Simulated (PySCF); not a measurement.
**How methods differ on the ionisation energy of P**

P [Ne] 3s2 3p3 (4S) → P⁺ [Ne] 3s2 3p2 (3P), as a difference of total energies. All numbers are calculated (PySCF 2.14, the spin-free X2C one-electron Hamiltonian (Gaussian nucleus), in cc-pVTZ-DK (5s4p2d1f, 34 functions)). Correlated levels: valence: [Ne] frozen. The calculations carry no spin-orbit coupling.

Question: Order these methods by the ionisation energy they give, lowest first.
A. MP2 (valence)
B. CCSD (valence)
C. B3LYP
D. SCS-MP2 (valence)

Answer: D (10.296 eV), C (10.374 eV), B (10.406 eV), A (10.470 eV).

Errors of the correlated levels include the incompleteness of this basis and the frozen core.

For comparison: 10.526 eV (measured; NIST levels, between the centres of gravity of the two terms).
